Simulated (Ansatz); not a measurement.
# CH4N (quartet): from Hartree-Fock to the top rungs at distance C1–H5 along a hydrogen transfer = 1.298 Å, cc-pVDZ

Aim: climb from Hartree-Fock through coupled cluster and multireference methods for CH4N (quartet) at one geometry and basis, and see what each rung misses.

The runs use Ansatz 0.2.0, Gaussian basis; cc-pVDZ, core rule «outside noble gas», up to 2 orbitals frozen.

Plan: UHF; CCSD(T) on ROHF; CCSD(T) on UHF; BCCD(T) on ROHF; CISD; CCSDT(Q) on ROHF; CCSDT(Q) on UHF; CASSCF and MRCISD+Q, 5 electrons in 5 orbitals; CASSCF and NEVPT2, 5 electrons in 5 orbitals.

7 further runs of the same task are left out: 1 for a mislabelled method, 5 that didn't finish, 1 set aside as unsound or not needed.

### 1 The geometry

The geometry derives from fragments relaxed apart (PBE0/def2-TZVP) and kept rigid, so it is no stationary point. A hydrogen atom is moved between rigid fragments.

6 atoms, charge 0, spin multiplicity 4.

Atoms are counted from 1 here; the program's logs count them from 0.

Bond lengths: C1–H2 1.090 Å, C1–H3 1.090 Å, C1–H4 1.090 Å, C1–H5 1.298 Å, H5–N6 1.123 Å. Angles: H2–C1–H3 109.5°, H2–C1–H4 109.5°, H2–C1–H5 109.5°, H3–C1–H4 109.5°, H3–C1–H5 109.5°, H4–C1–H5 109.5°, C1–H5–N6 180.0°.

### 2 UHF

in.yaml reads:

```yaml
crystal:
  periodic: [false, false, false]
  atoms:
    - {symbol: C, position_ang: [-1.135481, 0.000000, 0.000000]}
    - {symbol: H, position_ang: [-1.498687, 1.027301, 0.000000]}
    - {symbol: H, position_ang: [-1.498687, -0.513650, 0.889668]}
    - {symbol: H, position_ang: [-1.498687, -0.513650, -0.889669]}
    - {symbol: H, position_ang: [0.162519, 0.000000, 0.000000]}
    - {symbol: N, position_ang: [1.285519, 0.000000, 0.000000]}
basis:
  gaussian: {orbitals: cc-pVDZ}
magnetization: {spin_polarized: true, initial_magnetization: 3}
hamiltonian: {xc: hf}
output: {orbitals: {seedname: orbitals}}
```

The run is started by

```
> ansatz run in.yaml --threads 1 --pin off --events-out ev --progress --plain --max-ram 2393MiB
```

Further steps of the session: CCSD(T) on ROHF; CCSD(T) on UHF; BCCD(T) on ROHF; CISD; CCSDT(Q) on ROHF; CCSDT(Q) on UHF; CASSCF and MRCISD+Q, 5 electrons in 5 orbitals; CASSCF and NEVPT2, 5 electrons in 5 orbitals.

Q: Predict the results of all the runs planned. Wanted: UCCSDT(Q) below the RHF energy; RMP2 from UCCSDT(Q); UMP2 from UCCSDT(Q); RCCSD from UCCSDT(Q); RCCSD(T) from UCCSDT(Q); UCCSD(T) from UCCSDT(Q); RCCSDT(Q) from UCCSDT(Q); T1 diagnostic.

As calculated:

```
                         quantity                                                   value
   UCCSDT(Q) below the RHF energy                                              -8.4920 eV
              RMP2 from UCCSDT(Q)                                             +1205.2 meV
              UMP2 from UCCSDT(Q)                                             +1306.0 meV
             RCCSD from UCCSDT(Q)                                              +210.4 meV
          RCCSD(T) from UCCSDT(Q)                                               +31.6 meV
          UCCSD(T) from UCCSDT(Q)                                               +31.2 meV
         RCCSDT(Q) from UCCSDT(Q)                                                +1.8 meV
levels within 1 kcal/mol (43 meV)  RCCSD(T), UCCSD(T), BCCD(T), RCCSDT, UCCSDT, RCCSDT(Q)
                    T1 diagnostic                                                   0.018
```

In words: RCCSD(T) misses by +31.6 meV, 0.4 % of the correlation energy. These misses are within one basis, not against nature; the frozen cores of restricted and unrestricted runs differ, which can shift their rows.
